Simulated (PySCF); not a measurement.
# Level sweep

Compound: 3-methoxypropionitrile, C4H7NO.
Structure used (PBE0-D3(BJ)/def2-SVP), in Å, numbered top down from 1:
```
atom  x, y, z in Å
C1     2.221    0.115    0.479
O2     1.002   -0.358   -0.008
C3    -0.076    0.470    0.286
C4    -1.319   -0.188   -0.298
C5    -2.523    0.599   -0.082
N6    -3.469    1.239    0.099
H7     2.213    0.220    1.581
H8     2.488    1.097    0.043
H9     2.996   -0.613    0.202
H10   -0.197    0.605    1.380
H11    0.056    1.482   -0.150
H12   -1.173   -0.342   -1.379
H13   -1.450   -1.184    0.152
```

PySCF, dipoles from the SCF density, polarisabilities from static response with core orbitals frozen. Geometry: PBE0-D3(BJ)/def2-SVP, one conformer, isolated molecule.

Problem. How do dipole and polarisability depend on functional and basis here?

Solution. 

```csv
level,μ (D),α (Å³),anisotropy (Å³)
LDA/def2-SVPD,3.976,9.16,4.33
PBE/def2-SVPD,3.862,9.05,4.31
B3LYP/def2-SVPD,3.902,8.76,4.04
PBE0/def2-SVPD,3.912,8.67,4.02
BHandHLYP/def2-SVPD,3.966,8.42,3.80
CAM-B3LYP/def2-SVPD,3.931,8.62,3.87
wB97X-D/def2-SVPD,3.948,8.63,3.87
LC-wPBE/def2-SVPD,3.916,8.41,3.73
HF/def2-SVPD,4.072,8.11,3.55
PBE0/6-31G*,3.775,7.17,3.93
PBE0/def2-SVP,3.764,7.30,3.79
PBE0/6-31+G*,3.923,8.04,4.05
PBE0/aug-cc-pVDZ,3.952,8.90,4.22
PBE0/def2-TZVP,3.952,8.37,4.12
PBE0/def2-TZVPD,3.952,8.90,4.17
```

The anisotropy is √(½[(α1 − α2)² + (α2 − α3)² + (α3 − α1)²]). The dipole runs from 3.76 D (PBE0/def2-SVP) to 4.07 D (HF/def2-SVPD). No reference polarisability is at hand; against PBE0 in the largest diffuse basis at hand (def2-TZVPD) the other PBE0 rows deviate by 6-31G* -19%, def2-SVP -18%, 6-31+G* -10%, def2-SVPD -3%, aug-cc-pVDZ 0%, def2-TZVP -6%. In one basis (def2-SVPD) the functionals order the polarisability from HF (lowest) to LDA (highest), a spread of 13%. With PBE0 the polarisability is 7.62 Å³ without diffuse functions (mean of 6-31G*, def2-SVP and def2-TZVP) and 8.63 Å³ with them (mean of 6-31+G*, def2-SVPD, aug-cc-pVDZ and def2-TZVPD).
